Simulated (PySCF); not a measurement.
H2O, SMILES O.

Geometry: B3LYP-D3(BJ)/def2-TZVPD.

Level of theory: B3LYP-D3(BJ)/def2-TZVPD (PySCF).

No scaling factor is applied to the harmonic values.

Computed normal modes with their intensities:
```csv
mode,ν (cm⁻¹),IR (km/mol),moving atoms (share of kinetic energy)
1,1624,77.8,H 93 %
2,3786,4.1,H 96 %
3,3887,61.1,H 93 %
```
